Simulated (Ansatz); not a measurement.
Input for Ansatz (development build ahead of 0.2.0):

```yaml
crystal:
  periodic: [false, false, false]
  atoms:
    - { symbol: C, position_ang: [1.41705, -0.00693, 0.01161] }
    - { symbol: C, position_ang: [0.67396, 1.20239, -0.03847] }
    - { symbol: C, position_ang: [-0.68876, 1.2077, -0.01243] }
    - { symbol: C, position_ang: [-1.39448, 0.00466, 0.00693] }
    - { symbol: C, position_ang: [-0.7139, -1.19385, 0.00542] }
    - { symbol: C, position_ang: [0.71331, -1.2228, 0.0175] }
    - { symbol: H, position_ang: [2.4724, -0.01661, 0.01484] }
    - { symbol: H, position_ang: [1.22793, 2.14476, -0.01012] }
    - { symbol: H, position_ang: [-1.27451, 2.18831, -0.01572] }
    - { symbol: H, position_ang: [-2.44913, -0.00231, 0.00593] }
    - { symbol: H, position_ang: [-1.24256, -2.13172, 0.02351] }
    - { symbol: H, position_ang: [1.2587, -2.17358, -0.00898] }
basis:
  gaussian: { orbitals: cc-pVDZ }
hamiltonian:
  xc: hf
correlation:
  method: mp2
  frozen_orbitals: { C: 1, H: 0 }
```

The input is written out in the form of the current development build from the run's settings.

Results

| Item | Value |
| --- | --- |
| Converged | yes |
| Reference energy | -230.71520 hartree |
| Correlation energy | -0.78396 hartree |
| Total energy | -231.49916 hartree |
| Spin squared of the determinant | 0.000 |
